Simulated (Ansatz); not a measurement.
**BH₄ (doublet): from Hartree-Fock to the top rungs at distance B1–H4 along a hydrogen transfer = 1.481 Å, 6-31G**

Aim: climb from Hartree-Fock through coupled cluster and multireference methods for BH₄ (doublet) at one geometry and basis, and see what each rung misses.

Method: 6-31G, core rule «outside noble gas», up to 1 orbitals frozen; program: Ansatz 0.2.0, Gaussian basis.

The runs, in order: UHF; CCSD(T) on ROHF; CCSD(T) on UHF; BCCD(T) on ROHF; CISD; CCSDT(Q) on ROHF; CCSDT(Q) on UHF; CISDTQ; CCSDTQ on ROHF; CCSDTQ on UHF; CASSCF and MRCISD+Q, 3 electrons in 3 orbitals; CASSCF and NEVPT2, 3 electrons in 3 orbitals; CASSCF and MRCISD+Q, 7 electrons in 8 orbitals; CASSCF and NEVPT2, 7 electrons in 8 orbitals; Full CI.

8 further runs of the same task are left out: 6 that didn't finish, 2 set aside as unsound or not needed.

### 1 The geometry

The geometry derives from fragments relaxed apart (PBE0/def2-TZVP) and kept rigid, so it is no stationary point. A hydrogen atom is moved between rigid fragments.

5 atoms, charge 0, spin multiplicity 2.

Atoms are counted from 1 here; the program's logs count them from 0.

Bond lengths: B1–H2 1.193 Å, B1–H3 1.193 Å, H4–H5 0.745 Å. Angles: H2–B1–H3 120.0°.

### 2 UHF

File in.yaml:

```yaml
crystal:
  periodic: [false, false, false]
  atoms:
    - {symbol: B, position_ang: [-0.170689, 0.000000, 0.000000]}
    - {symbol: H, position_ang: [-0.767422, 1.033571, 0.000000]}
    - {symbol: H, position_ang: [-0.767422, -1.033571, 0.000000]}
    - {symbol: H, position_ang: [1.310311, 0.000000, 0.000000]}
    - {symbol: H, position_ang: [2.055311, 0.000000, 0.000000]}
basis:
  gaussian: {orbitals: 6-31G}
magnetization: {spin_polarized: true, initial_magnetization: 1}
hamiltonian: {xc: hf}
output: {orbitals: {seedname: orbitals}}
```

The run is started by

```bash
> ansatz run in.yaml --threads 1 --pin off --events-out ev --progress --plain --max-ram 2393MiB
```

After this run come: CCSD(T) on ROHF; CCSD(T) on UHF; BCCD(T) on ROHF; CISD; CCSDT(Q) on ROHF; CCSDT(Q) on UHF; CISDTQ; CCSDTQ on ROHF; CCSDTQ on UHF; CASSCF and MRCISD+Q, 3 electrons in 3 orbitals; CASSCF and NEVPT2, 3 electrons in 3 orbitals; CASSCF and MRCISD+Q, 7 electrons in 8 orbitals; CASSCF and NEVPT2, 7 electrons in 8 orbitals; Full CI.

Before running them: what should the planned runs give, taken together? Wanted: FCI below the RHF energy; RMP2 from FCI; UMP2 from FCI; RCCSD from FCI; RCCSD(T) from FCI; UCCSD(T) from FCI; RCCSDT(Q) from FCI; UCCSDT(Q) from FCI; NEVPT2 pair from FCI.

The runs gave:

| quantity | value |
| --- | --- |
| FCI below the RHF energy | -2.3795 eV |
| RMP2 from FCI | +14.33 kcal/mol |
| UMP2 from FCI | +14.14 kcal/mol |
| RCCSD from FCI | +0.87 kcal/mol |
| RCCSD(T) from FCI | +0.24 kcal/mol |
| UCCSD(T) from FCI | +0.25 kcal/mol |
| RCCSDT(Q) from FCI | 0.00 kcal/mol |
| UCCSDT(Q) from FCI | 0.00 kcal/mol |
| NEVPT2 pair from FCI | +11.29 kcal/mol |
| MRCISD+Q pair from FCI | +0.09 kcal/mol |
| NEVPT2 valence from FCI | +5.17 kcal/mol |
| levels within 1 kcal/mol (43 meV) | RCCSD, UCCSD, RCCSD(T), UCCSD(T), BCCD(T), RCCSDT, UCCSDT, CISDTQ, RCCSDT(Q), UCCSDT(Q), RCCSDTQ, UCCSDTQ, MRCISD+Q pair, MRCISD valence, MRCISD+Q valence |
| T1 diagnostic | 0.019 |
| effectively unpaired electrons | 1.02 |

What this shows: RCCSD(T) lands +0.24 kcal/mol from the yardstick (0.4 % of the correlation energy). One determinant dominates. Of the multireference levels listed MRCISD+Q pair comes nearest in total energy (+0.09 kcal/mol), which doesn't show that its space is the better one. These misses are within one basis, not against nature; the frozen cores of restricted and unrestricted runs differ, which can shift their rows.
